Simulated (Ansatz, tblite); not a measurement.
# InCl2Br (InBrCl₂): charged states by level of theory

Aim: the energy of removing and adding an electron for InCl2Br (InBrCl₂), by energy differences, and how well orbital energies stand in for it.

Program: Ansatz 0.2.0, Gaussian basis. Level of theory: as each input shows. These are calculated values, not measurements.

Levels to be run: charge +1 doublet, at the geometry of the singlet (PBE0-D4/def2-TZVP, PBE-D4/def2-TZVP, r2SCAN-D4/def2-TZVP); charge -1 doublet, at the geometry of the singlet (PBE0-D4/def2-TZVPD, PBE-D4/def2-TZVPD, r2SCAN-D4/def2-TZVPD); the starting singlet's energies come from earlier runs.

1 further run of the same task is left out (set aside as unsound or not needed).

## (1) The relaxed structure

The singlet was relaxed beforehand with r2SCAN-D4/def2-SVP.

4 atoms, charge 0, spin multiplicity 1.

Atoms are counted from 1 here; the program's logs count them from 0.

Bond lengths: In1–Cl2 2.328 Å, In1–Cl3 2.328 Å, In1–Br4 2.455 Å. Angles: Cl2–In1–Cl3 118.5°, Cl2–In1–Br4 120.7°, Cl3–In1–Br4 120.7°.

Coordinates:

```
In    0.0097    0.0164    0.0000
Cl    2.3376    0.0190    0.0120
Cl   -1.1048    2.0601   -0.0180
Br   -1.2426   -2.0955    0.0061
```

In takes a core potential in the def2 sets. No spin-orbit coupling is included.

## (2) Charge +1 doublet at the fixed geometry, first pass, PBE0-D4/def2-SVP

The input, in.yaml:

```yaml
crystal:
  periodic: [false, false, false]
  atoms:
    - {symbol: In, position_ang: [0.009713, 0.016368, -0.000045]}
    - {symbol: Cl, position_ang: [2.337625, 0.018980, 0.011985]}
    - {symbol: Cl, position_ang: [-1.104762, 2.060126, -0.018033]}
    - {symbol: Br, position_ang: [-1.242576, -2.095474, 0.006093]}
basis:
  gaussian: {orbitals: def2-SVP}
total_charge: 1
magnetization: {spin_polarized: true, initial_magnetization: 1}
hamiltonian: {xc: pbe0, dispersion: d4}
output: {orbitals: {seedname: orbitals}}
```

Run with:

```console
> ansatz run in.yaml --threads 4 --pin off --events-out ev --progress --plain --max-ram 3916MiB
```

What it wrote:

```text
Functional definition: PBE0
  name "PBE0"
  cite "Adamo & Barone, J. Chem. Phys. 110, 6158 (1999) doi:10.1063/1.478522"
  cite "Perdew, Burke & Ernzerhof, Phys. Rev. Lett. 77, 3865 (1996) doi:10.1103/PhysRevLett.77.3865"
  parent pbe
  parameter a = 0.25
  parameter kappa = 0.804
  parameter beta = 0.06672455060314922
  exchange = (1 - a)*pbe_x(kappa = kappa, mu = beta*pi^2/3) + a*exact_x
  correlation = pbe_c(beta = beta)
958 factors; integrals over basis functions are off by at most 2.7e-4 eV
mean field evaluation 1: about -100221.9750 eV, gradient 2.4e1 eV
mean field evaluation 2: about -100204.6163 eV, gradient 5.6e1 eV
mean field evaluation 4: about -100223.7054 eV, gradient 1.6e1 eV
mean field evaluation 8: about -100225.9413 eV, gradient 1.7e0 eV
mean field evaluation 16: about -100226.0048 eV, gradient 1.6e-2 eV
mean field evaluation 32: about -100226.0048 eV, gradient 1.9e-5 eV
mean field evaluation 64: about -100225.8964 eV, gradient 2.2e-2 eV
mean field evaluation 96: about -100225.8274 eV, gradient 4.0e0 eV
mean field evaluation 128: about -100225.8642 eV, gradient 4.1e-2 eV
mean field -100226.00484540 eV, -3683.2377424423 hartree, gradient 5.8e-6 eV, S^2 0.754132; 7 other end points of the search recorded, 0 dependent functions left out
reference -100226.00487704 eV, -3683.2377436051 hartree; 45, 44 occupied and 49, 50 virtual orbitals, 958 factors
Total energy: -100226.12385851 eV, -3683.2421160937 hartree
```

Wall time 2.2 min (4 threads of Intel Xeon at 2.50GHz, shared host).

Report: HOMO -14.12 eV, LUMO -13.02 eV (over both spins); ⟨S²⟩ 0.754 (pure: 0.75).

## (3) Charge +1 doublet at the fixed geometry, PBE0-D4/def2-TZVP

start.molden holds the orbitals of an earlier run on this state, given as this run's starting guess.

in.yaml, as its differences from that of step 2:

```diff
@@ -8,3 +8,3 @@
 basis:
-  gaussian: {orbitals: def2-SVP}
+  gaussian: {orbitals: def2-TZVP, initial_orbitals: start.molden}
 total_charge: 1
@@ -12,2 +12,3 @@
 hamiltonian: {xc: pbe0, dispersion: d4}
+scf: {omitted_lower_state_checks: [starts]}
 output: {orbitals: {seedname: orbitals}}
```

The command is unchanged.

What it wrote, shortened:

```text
Functional definition: PBE0
  name "PBE0"
  cite "Adamo & Barone, J. Chem. Phys. 110, 6158 (1999) doi:10.1063/1.478522"
  cite "Perdew, Burke & Ernzerhof, Phys. Rev. Lett. 77, 3865 (1996) doi:10.1103/PhysRevLett.77.3865"
  parent pbe
[...]
1234 factors; integrals over basis functions are off by at most 9.3e-4 eV
[...]
mean field -100243.35863098 eV, -3683.8754822995 hartree, gradient 6.0e-6 eV, S^2 0.755009; 0 other end points of the search recorded, 0 dependent functions left out
reference -100243.35866180 eV, -3683.8754834322 hartree; 45, 44 occupied and 127, 128 virtual orbitals, 1234 factors
Total energy: -100243.47764327 eV, -3683.8798559207 hartree
Checks for a lower state left out: starts
```

Run time: 41 s. Hardware: 4 threads of Intel Xeon at 2.50GHz, shared host; peak memory 0.71 GiB.

From the report: HOMO -14.04 eV, LUMO -12.97 eV (over both spins); ⟨S²⟩ 0.755 (pure: 0.75).

## (4) Charge +1 doublet at the fixed geometry, PBE-D4/def2-TZVP

in.yaml, as its differences from that of step 3:

```diff
@@ -11,3 +11,3 @@
 magnetization: {spin_polarized: true, initial_magnetization: 1}
-hamiltonian: {xc: pbe0, dispersion: d4}
+hamiltonian: {xc: pbe, dispersion: d4}
 scf: {omitted_lower_state_checks: [starts]}
```

Launched as before.

What it wrote:

```text
Functional definition: PBE
  name "PBE"
  cite "Perdew, Burke & Ernzerhof, Phys. Rev. Lett. 77, 3865 (1996) doi:10.1103/PhysRevLett.77.3865"
  parent pbe
  parameter kappa = 0.804
  parameter beta = 0.06672455060314922
  exchange = pbe_x(kappa = kappa, mu = beta*pi^2/3)
  correlation = pbe_c(beta = beta)
these checks for a lower state are left out or cut short: starts
1276 factors; their error is unknown
mean field evaluation 1: about -100239.3629 eV, gradient 1.0e1 eV
mean field evaluation 2: about -100239.5363 eV, gradient 3.6e-1 eV
mean field evaluation 4: about -100239.5202 eV, gradient 9.3e-2 eV
mean field evaluation 8: about -100239.5202 eV, gradient 2.1e-5 eV
mean field evaluation 16: about -100239.5202 eV, gradient 9.9e-6 eV
mean field -100239.52022051 eV, -3683.7344233167 hartree, gradient 9.9e-6 eV, S^2 0.751575; 0 other end points of the search recorded, 0 dependent functions left out
reference -100239.52026274 eV, -3683.7344248685 hartree; 45, 44 occupied and 127, 128 virtual orbitals, 1276 factors
Total energy: -100239.65522730 eV, -3683.7393847245 hartree
Checks for a lower state left out: starts
```

Run time: 31 s. Hardware: 4 threads of Intel Xeon at 2.50GHz, shared host.

From the report: HOMO -13.25 eV, LUMO -13.14 eV (over both spins); ⟨S²⟩ 0.752 (pure: 0.75).

## (5) Charge +1 doublet at the fixed geometry, r2SCAN-D4/def2-TZVP

in.yaml, as its differences from that of step 4:

```diff
@@ -11,3 +11,3 @@
 magnetization: {spin_polarized: true, initial_magnetization: 1}
-hamiltonian: {xc: pbe, dispersion: d4}
+hamiltonian: {xc: r2scan, dispersion: d4}
 scf: {omitted_lower_state_checks: [starts]}
```

Same command.

What it wrote, shortened:

```text
Functional definition: r2SCAN
  name "r2SCAN"
  cite "Furness, Kaplan, Ning, Perdew & Sun, J. Phys. Chem. Lett. 11, 8208 (2020) doi:10.1021/acs.jpclett.0c02405"
  cite "Furness, Kaplan, Ning, Perdew & Sun, J. Phys. Chem. Lett. 11, 9248 (2020) doi:10.1021/acs.jpclett.0c03077"
  parent r2scan
[...]
1276 factors; their error is unknown
[...]
mean field -100259.87844677 eV, -3684.4825743323 hartree, gradient 2.7e-6 eV, S^2 0.752815; 0 other end points of the search recorded, 0 dependent functions left out
reference -100259.87845908 eV, -3684.4825747846 hartree; 45, 44 occupied and 127, 128 virtual orbitals, 1276 factors
Total energy: -100259.90888380 eV, -3684.4836928726 hartree
Checks for a lower state left out: starts
```

Wall time 52 s (4 threads of Intel Xeon at 2.50GHz, shared host).

From the report: HOMO -13.48 eV, LUMO -13.36 eV (over both spins); ⟨S²⟩ 0.753 (pure: 0.75).

## (6) Vertical ionisation energy

Charged state less starting state, singlet to doublet; the starting state's energies are those of its earlier runs.

```
              level  vertical ionisation energy (eV)  time
   PBE-D4/def2-TZVP                           +10.46  44 s
r2SCAN-D4/def2-TZVP                           +10.75  72 s
  PBE0-D4/def2-TZVP                           +11.03  59 s
```

Times add the two runs; a level without a time comes out of a correlated run.

Beside −ε(HOMO) of the starting state:

```csv
level,−ε(HOMO) (eV),by difference (eV),mismatch (eV)
PBE-D4/def2-TZVP,7.68,10.46,-2.78
r2SCAN-D4/def2-TZVP,8.03,10.75,-2.72
PBE0-D4/def2-TZVP,8.99,11.03,-2.04
```

## (7) Charge -1 doublet at the fixed geometry, first pass, PBE0-D4/def2-SVP

in.yaml, as its differences from that of step 5:

```diff
@@ -8,7 +8,6 @@
 basis:
-  gaussian: {orbitals: def2-TZVP, initial_orbitals: start.molden}
-total_charge: 1
+  gaussian: {orbitals: def2-SVP}
+total_charge: -1
 magnetization: {spin_polarized: true, initial_magnetization: 1}
-hamiltonian: {xc: r2scan, dispersion: d4}
-scf: {omitted_lower_state_checks: [starts]}
+hamiltonian: {xc: pbe0, dispersion: d4}
 output: {orbitals: {seedname: orbitals}}
```

The command is unchanged.

What it wrote:

```text
Functional definition: PBE0
  name "PBE0"
  cite "Adamo & Barone, J. Chem. Phys. 110, 6158 (1999) doi:10.1063/1.478522"
  cite "Perdew, Burke & Ernzerhof, Phys. Rev. Lett. 77, 3865 (1996) doi:10.1103/PhysRevLett.77.3865"
  parent pbe
  parameter a = 0.25
  parameter kappa = 0.804
  parameter beta = 0.06672455060314922
  exchange = (1 - a)*pbe_x(kappa = kappa, mu = beta*pi^2/3) + a*exact_x
  correlation = pbe_c(beta = beta)
958 factors; integrals over basis functions are off by at most 2.7e-4 eV
mean field evaluation 1: about -100237.6962 eV, gradient 8.7e0 eV
mean field evaluation 2: about -100237.6415 eV, gradient 9.1e0 eV
mean field evaluation 4: about -100238.0782 eV, gradient 1.9e-1 eV
mean field evaluation 8: about -100238.1239 eV, gradient 7.4e-3 eV
mean field evaluation 16: about -100237.4212 eV, gradient 4.3e0 eV
mean field -100238.12394717 eV, -3683.6831112177 hartree, gradient 3.9e-5 eV, S^2 0.752248; 1 other end points of the search recorded, 0 dependent functions left out
reference -100238.12397826 eV, -3683.6831123603 hartree; 46, 45 occupied and 48, 49 virtual orbitals, 958 factors
Total energy: -100238.25554824 eV, -3683.6879474680 hartree
```

Wall time 12 s (4 threads of Intel Xeon at 2.50GHz, shared host).

HOMO 0.80 eV, LUMO 2.90 eV (over both spins); ⟨S²⟩ 0.752 (pure: 0.75). Doubts: highest occupied level lies above zero.

## (8) Charge -1 doublet at the fixed geometry, PBE0-D4/def2-TZVPD

in.yaml, as its differences from that of step 7:

```diff
@@ -8,3 +8,3 @@
 basis:
-  gaussian: {orbitals: def2-SVP}
+  gaussian: {orbitals: def2-TZVPD, initial_orbitals: start.molden}
 total_charge: -1
@@ -12,2 +12,3 @@
 hamiltonian: {xc: pbe0, dispersion: d4}
+scf: {omitted_lower_state_checks: [starts]}
 output: {orbitals: {seedname: orbitals}}
```

The command is unchanged.

What it wrote:

```text
Functional definition: PBE0
  name "PBE0"
  cite "Adamo & Barone, J. Chem. Phys. 110, 6158 (1999) doi:10.1063/1.478522"
  cite "Perdew, Burke & Ernzerhof, Phys. Rev. Lett. 77, 3865 (1996) doi:10.1103/PhysRevLett.77.3865"
  parent pbe
  parameter a = 0.25
  parameter kappa = 0.804
  parameter beta = 0.06672455060314922
  exchange = (1 - a)*pbe_x(kappa = kappa, mu = beta*pi^2/3) + a*exact_x
  correlation = pbe_c(beta = beta)
these checks for a lower state are left out or cut short: starts
1601 factors; their error is unknown
mean field evaluation 1: about -100252.7704 eV, gradient 1.3e2 eV
mean field evaluation 2: about -100255.1203 eV, gradient 4.9e0 eV
mean field evaluation 4: about -100255.5432 eV, gradient 1.1e-2 eV
mean field evaluation 8: about -100255.9556 eV, gradient 1.1e-5 eV
mean field -100255.95564481 eV, -3684.3384140193 hartree, gradient 1.1e-5 eV, S^2 0.752173; 0 other end points of the search recorded, 0 dependent functions left out
reference -100255.95568565 eV, -3684.3384155201 hartree; 46, 45 occupied and 159, 160 virtual orbitals, 1601 factors
Total energy: -100256.08725563 eV, -3684.3432506277 hartree
Checks for a lower state left out: starts
```

Run time: 31 s. Hardware: 4 threads of Intel Xeon at 2.50GHz, shared host; peak memory 0.97 GiB.

From the report: HOMO 0.07 eV, LUMO 1.90 eV (over both spins); ⟨S²⟩ 0.752 (pure: 0.75). Doubts: highest occupied level lies above zero.

## (9) Charge -1 doublet at the fixed geometry, PBE-D4/def2-TZVPD

in.yaml, as its differences from that of step 8:

```diff
@@ -11,3 +11,3 @@
 magnetization: {spin_polarized: true, initial_magnetization: 1}
-hamiltonian: {xc: pbe0, dispersion: d4}
+hamiltonian: {xc: pbe, dispersion: d4}
 scf: {omitted_lower_state_checks: [starts]}
```

The command is unchanged.

What it wrote:

```text
Functional definition: PBE
  name "PBE"
  cite "Perdew, Burke & Ernzerhof, Phys. Rev. Lett. 77, 3865 (1996) doi:10.1103/PhysRevLett.77.3865"
  parent pbe
  parameter kappa = 0.804
  parameter beta = 0.06672455060314922
  exchange = pbe_x(kappa = kappa, mu = beta*pi^2/3)
  correlation = pbe_c(beta = beta)
these checks for a lower state are left out or cut short: starts
1411 factors; their error is unknown
mean field evaluation 1: about -100251.5050 eV, gradient 1.0e1 eV
mean field evaluation 2: about -100251.6280 eV, gradient 2.0e-1 eV
mean field evaluation 4: about -100251.6173 eV, gradient 2.0e-3 eV
mean field evaluation 8: about -100251.6173 eV, gradient 1.7e-5 eV
mean field -100251.61728688 eV, -3684.1789823061 hartree, gradient 1.7e-5 eV, S^2 0.750997; 0 other end points of the search recorded, 0 dependent functions left out
reference -100251.61733750 eV, -3684.1789841664 hartree; 46, 45 occupied and 159, 160 virtual orbitals, 1411 factors
Total energy: -100251.76642521 eV, -3684.1844630386 hartree
Checks for a lower state left out: starts
```

Wall time 18 s (4 threads of Intel Xeon at 2.50GHz, shared host).

HOMO 0.68 eV, LUMO 1.07 eV (over both spins); ⟨S²⟩ 0.751 (pure: 0.75). Doubts: highest occupied level lies above zero.

## (10) Charge -1 doublet at the fixed geometry, r2SCAN-D4/def2-TZVPD

in.yaml, as its differences from that of step 9:

```diff
@@ -11,3 +11,3 @@
 magnetization: {spin_polarized: true, initial_magnetization: 1}
-hamiltonian: {xc: pbe, dispersion: d4}
+hamiltonian: {xc: r2scan, dispersion: d4}
 scf: {omitted_lower_state_checks: [starts]}
```

Launched as before.

What it wrote:

```text
Functional definition: r2SCAN
  name "r2SCAN"
  cite "Furness, Kaplan, Ning, Perdew & Sun, J. Phys. Chem. Lett. 11, 8208 (2020) doi:10.1021/acs.jpclett.0c02405"
  cite "Furness, Kaplan, Ning, Perdew & Sun, J. Phys. Chem. Lett. 11, 9248 (2020) doi:10.1021/acs.jpclett.0c03077"
  parent r2scan
  parameter k0 = 0.174
  parameter k1 = 0.065
  parameter a1 = 4.9479
  exchange = r2scan_x(k0 = k0, k1 = k1, a1 = a1)
  correlation = r2scan_c
these checks for a lower state are left out or cut short: starts
1411 factors; their error is unknown
mean field evaluation 1: about -100272.1638 eV, gradient 7.7e0 eV
mean field evaluation 2: about -100272.2104 eV, gradient 9.5e-2 eV
mean field evaluation 4: about -100272.1975 eV, gradient 9.2e-4 eV
mean field evaluation 8: about -100272.1975 eV, gradient 1.5e-5 eV
mean field -100272.19750534 eV, -3684.9352913846 hartree, gradient 1.6e-5 eV, S^2 0.753152; 0 other end points of the search recorded, 0 dependent functions left out
reference -100272.19755878 eV, -3684.9352933484 hartree; 46, 45 occupied and 159, 160 virtual orbitals, 1411 factors
Total energy: -100272.23134887 eV, -3684.9365351114 hartree
Checks for a lower state left out: starts
```

It took 36 s on 4 threads of Intel Xeon at 2.50GHz, shared host.

HOMO 0.68 eV, LUMO 1.46 eV (over both spins); ⟨S²⟩ 0.753 (pure: 0.75). Doubts: highest occupied level lies above zero.

## (11) Vertical electron affinity

Starting state less charged state (positive: the electron is bound), singlet to doublet; the starting state's energies are those of its earlier runs.

```csv
level,vertical electron affinity (eV),time
PBE-D4/def2-TZVPD,+1.62,34 s
r2SCAN-D4/def2-TZVPD,+1.54,60 s
PBE0-D4/def2-TZVPD,+1.55,54 s
```

Times add the two runs; a level without a time comes out of a correlated run.

Beside −ε(LUMO) of the starting state:

```csv
level,−ε(LUMO) (eV),by difference (eV),mismatch (eV)
PBE-D4/def2-TZVPD,4.05,1.62,+2.43
r2SCAN-D4/def2-TZVPD,3.87,1.54,+2.32
PBE0-D4/def2-TZVPD,3.22,1.55,+1.67
```

## (12) Outcome

| quantity | value |
| --- | --- |
| vertical ionisation energy, functionals in def2-TZVP | 10.46 (PBE-D4) to 11.03 eV (PBE0-D4) |
| vertical electron affinity, functionals in def2-TZVPD | 1.54 (r2SCAN-D4) to 1.62 eV (PBE-D4) |

**Reading.** The vertical ionisation energy spans 10.46 to 11.03 eV over the functionals. −ε(HOMO) misses the level's own difference by -2.04 eV at best (PBE0-D4) and -2.78 eV at worst (PBE-D4). The vertical electron affinity spans 1.54 to 1.62 eV over the functionals. The anion's highest level lies above zero where self-interaction lifts it, so diffuse functions weigh on these values. −ε(LUMO) misses the level's own difference by +1.67 eV at best (PBE0-D4) and +2.43 eV at worst (PBE-D4).
